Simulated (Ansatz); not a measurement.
For rock-salt PbSe, LDA in Ansatz (plane waves, PAW) gives:

```
Property                        Value
---------------------  --------------
lattice constant a            6.041 Å
enthalpy of formation  -0.521 eV/atom
```

Problem. What does r²SCAN+rVV10 (Ansatz, an electronic-structure program, plane waves, PAW) give for the same quantities?

Solution. 
- lattice constant a: 6.141 Å (rises by 1.7 %)
- formation enthalpy: -0.668 eV/atom (moves by -0.147 eV/atom)

For comparison: lattice constant a 6.105 Å (measured, 120 K, no zero-point or thermal correction; as tabulated in Noda, Masumoto, Ohba, Saito, Toriumi, Iwata, Shibuya, Acta Cryst. C 43, 1443 …); formation enthalpy -0.518 ± 0.01 eV/atom (measured, 298 K, copied from a table, unchecked, no zero-point or thermal correction, sources range from -0.533 to -0.518; as tabulated in Wang et al. (2021), doi:10.1038/s41598-021-94550-5).

Changes are worked out from the printed values.

Unless a cell is named, each level is at its own relaxed cell (LDA 27.56, r²SCAN+rVV10 28.95 Å³/atom).

Levels without +SOC leave out spin–orbit coupling, which shifts energies and cells of such heavy elements.

Ansatz's density-functional and Hartree–Fock values are scalar-relativistic unless marked +SOC, with PAW data made under PBE.
